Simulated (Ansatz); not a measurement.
**How far each method lies from full CI for SiO, triplet**

Geometry: a point of a stretch scan, not a stationary point.

```xyz
2

Si    0.0000    0.0000    0.0000
O     0.0000    0.0000    1.5860
```

Basis 6-31G; Ansatz 0.2.0. Only valence electrons are correlated (noble-gas cores frozen), which leaves 10 electrons in 16 orbitals. Prefix R: restricted or restricted open-shell reference; prefix U: unrestricted. Active spaces: pair = (4e, 4o) about the gap; valence = (10e, 8o) chosen from the atoms' valence shells.

Full CI is exact within this basis and frozen core; it isn't the basis-set limit. The frozen core follows each run's orbitals, which can shift R against U totals by a few meV.

Coupled cluster chose its determinant by trial CCSD, here up to 0.85 eV above the lowest Hartree–Fock solution of its kind.

- UHF ⟨S²⟩: 2.011
- ⟨S²⟩ of the determinant under UCCSD: 2.022
- T1 diagnostic (RCCSD): 0.1019
- largest doubles amplitude (RCCSD): 0.154
- T1 diagnostic (UCCSD): 0.0852

```
   level  E − E(determinant under the R cluster runs) (eV)
   RCCSD                                           -4.6235
   UCCSD                                           -4.6272
RCCSD(T)                                           -4.7696
UCCSD(T)                                           -4.7717
```

Estimate how far full CI in 6-31G lies from RCCSD(T). The table doesn't fix it; the size of (T) and the diagnostics are the guide.

Full CI in 6-31G lies 8.3 kJ/mol below RCCSD(T), which is 59 % of the (T) step (-14.1 kJ/mol). T1 is very large, a doubles amplitude is large, and the rest is a large part of (T). The miss exceeds 1 kcal/mol.

The other levels:

```json
{"level": "RHF†", "E − E(full CI) (kJ/mol)": "386.7", "share of correlation (%)": "–", "wall time": "–"}
{"level": "UHF†", "E − E(full CI) (kJ/mol)": "381.5", "share of correlation (%)": "–", "wall time": "0.33 s"}
{"level": "BCCD(T)", "E − E(full CI) (kJ/mol)": "6.4", "share of correlation (%)": "98.63", "wall time": "1.6 s"}
{"level": "RCCSDT", "E − E(full CI) (kJ/mol)": "2.9", "share of correlation (%)": "99.38", "wall time": "–"}
{"level": "UCCSDT", "E − E(full CI) (kJ/mol)": "2.8", "share of correlation (%)": "99.40", "wall time": "–"}
{"level": "RCCSDT(Q)", "E − E(full CI) (kJ/mol)": "-1.3", "share of correlation (%)": "100.29", "wall time": "4.8 s"}
{"level": "UCCSDT(Q)", "E − E(full CI) (kJ/mol)": "-1.4", "share of correlation (%)": "100.30", "wall time": "4.4 s"}
{"level": "RCCSDTQ", "E − E(full CI) (kJ/mol)": "0.1", "share of correlation (%)": "99.98", "wall time": "40 s"}
{"level": "UCCSDTQ", "E − E(full CI) (kJ/mol)": "0.1", "share of correlation (%)": "99.99", "wall time": "39 s"}
{"level": "CASSCF (pair space)*†", "E − E(full CI) (kJ/mol)": "356.0", "share of correlation (%)": "–", "wall time": "–"}
{"level": "NEVPT2 (pair space)*†", "E − E(full CI) (kJ/mol)": "85.7", "share of correlation (%)": "–", "wall time": "0.94 s"}
{"level": "MRCISD (pair space)*†", "E − E(full CI) (kJ/mol)": "58.5", "share of correlation (%)": "–", "wall time": "–"}
{"level": "MRCISD+Q (pair space)*†", "E − E(full CI) (kJ/mol)": "40.1", "share of correlation (%)": "–", "wall time": "1.2 s"}
{"level": "CASSCF (valence space)†", "E − E(full CI) (kJ/mol)": "256.4", "share of correlation (%)": "–", "wall time": "–"}
{"level": "NEVPT2 (valence space)†", "E − E(full CI) (kJ/mol)": "64.5", "share of correlation (%)": "–", "wall time": "2 s"}
{"level": "MRCISD (valence space)†", "E − E(full CI) (kJ/mol)": "27.6", "share of correlation (%)": "–", "wall time": "–"}
{"level": "MRCISD+Q (valence space)†", "E − E(full CI) (kJ/mol)": "19.1", "share of correlation (%)": "–", "wall time": "2.6 s"}
```

An asterisk marks runs whose energy the program itself flagged as in doubt. A dagger marks rows that describe another state than the reference (another or a broken symmetry, a higher spin or other natural occupations), so the difference isn't the method's error.

The correlation energy at full CI, counted from the determinant under the R cluster runs, is -4.855 eV. That run took 1.8 min on 1 thread of Arm Neoverse V2, shared host over 4,769,856 determinants.

Run but not shown, since their state, orbitals or frozen core can't be matched to the reference's or they repeat it: RMP2, UMP2, CISD, CISDTQ.

Times hold each run's SCF and search for its determinant on a shared host, so for small cases they say little of a method's own cost; they ran on 1 thread of Arm Neoverse V2.

More than 5 meV below full CI, which no variational method can be: RCCSDT(Q), UCCSDT(Q).

The full-CI state has the irrep B1 of C2v, in the program's axes (one component, if the state is degenerate).

Natural occupations of full CI about the gap: 1.964 1.918 1.900 1.030 1.012 0.101 0.034 0.017 0.012 0.009; effectively unpaired electrons, Σ n²(2−n)², 2.11.
